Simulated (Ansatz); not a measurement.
Energy profile

The step: AlSiH₅O ([OH][AlH][SiH3]) → AlHO ([OH][Al]) + SiH₄; bonds formed: Si2–H3; bonds broken: Al1–Si2, Al1–H3 (atoms numbered as in the saddle structure below).

```json
{"atom": "Al1", "x (Å)": "-0.8279", "y (Å)": "-0.0104", "z (Å)": "0.9787"}
{"atom": "Si2", "x (Å)": "1.2686", "y (Å)": "0.2735", "z (Å)": "-0.1808"}
{"atom": "H3", "x (Å)": "-0.3078", "y (Å)": "-0.2560", "z (Å)": "-0.7944"}
{"atom": "O4", "x (Å)": "-2.4721", "y (Å)": "-0.4203", "z (Å)": "0.9282"}
{"atom": "H5", "x (Å)": "2.3314", "y (Å)": "0.7218", "z (Å)": "0.7886"}
{"atom": "H6", "x (Å)": "1.7872", "y (Å)": "-1.0179", "z (Å)": "-0.7106"}
{"atom": "H7", "x (Å)": "1.1532", "y (Å)": "1.4020", "z (Å)": "-1.1453"}
{"atom": "H8", "x (Å)": "-2.9328", "y (Å)": "-0.6926", "z (Å)": "0.1356"}
```

Electronic energies by CCSD(T) at an estimated basis limit (MP2 extrapolated from triple and quadruple zeta, plus CCSD(T) − MP2 in triple zeta), on PBE0-D4/def2-TZVP structures; AlSiH5O, closed shell; no counterpoise correction. Program: Ansatz 0.2.0. Basis: def2-TZVPP and def2-QZVPP. Cores are frozen in the correlated methods. Extrapolation: Hartree–Fock as exp(−7.88 √X), correlation as X^−2.97.

(1) Give the profile in kcal/mol, counted from the start structure. (To be estimated.)

No T1 diagnostic of these runs exceeds 0.016. The restricted Hartree–Fock reference is unstable towards an unrestricted one at one or more of these structures.

## Answers

(1) Computed:
| point | kcal/mol |
| --- | --- |
| start structure | 0.00 |
| saddle | 50.69 |
| end structure | 14.10 |
| separated: AlHO (linked as [OH][Al]; Al1, O4, H8; singlet) + SiH4 (Si2, H3, H5, H6, H7; singlet) | 14.68 |

Losses and insertions of silylenes and their heavier kin drive the gas-phase chemistry of silicon and germanium vapour deposition.

For scale, one of the runs: CCSD(T)/def2-TZVPP, 185 basis functions, launched by `ansatz run in.yaml --threads 2 --pin off --events-out ev --progress --plain --max-ram 4352MiB`. Time: 28 s of wall clock on 2 CPU threads of an Arm Neoverse V2; the host was shared. Peak host memory: 1.7 GiB.
